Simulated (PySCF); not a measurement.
# B2H⁺, triplet: the ladder up to RCCSDT

Geometry: that of the B2H, doublet, kept fixed.

```xyz
3

B     0.0000    0.0000    0.1151
B     0.0000    0.0000   -1.4076
H     0.0000    0.0000    1.2925
```

Basis cc-pVDZ; PySCF 2.14.0. Only valence electrons are correlated (noble-gas cores frozen), which leaves 6 electrons in 31 orbitals. Prefix R: restricted or restricted open-shell reference; prefix U: unrestricted.

Full CI isn't at hand for all of this; RCCSDT serves as the reference. It lacks quadruple excitations. The frozen core follows each run's orbitals, which can shift R against U totals by a few meV.

* UHF ⟨S²⟩: 2.003
* T1 diagnostic (ROHF- or RHF-based CCSD): 0.0203
* largest doubles amplitude (ROHF- or RHF-based CCSD): 0.070
* T1 diagnostic (UCCSD): 0.0166

| level | E − E(RCCSDT) (kJ/mol) | share of correlation (%) | wall time |
| --- | --- | --- | --- |
| RHF | 276.7 | 0.00 | – |
| UHF | 272.6 | 1.49 | – |
| RMP2 | 74.2 | 73.18 | – |
| UMP2 | 73.9 | 73.28 | – |
| RCCSD | 7.9 | 97.13 | – |
| UCCSD | 7.8 | 97.18 | – |
| RCCSD(T) | 2.0 | 99.26 | 0.63 s |
| UCCSD(T) | 2.0 | 99.28 | 0.57 s |
| UCCSDT | 0.0 | 100.01 | 17 s |

The correlation energy at RCCSDT, counted from RHF, is -2.868 eV. That run took 17 s on 1 thread of Arm Neoverse V2, shared host.

Times are those of the correlated step on a shared host, with one SCF added for the restricted CCSD run; they ran on 1 thread of Arm Neoverse V2.
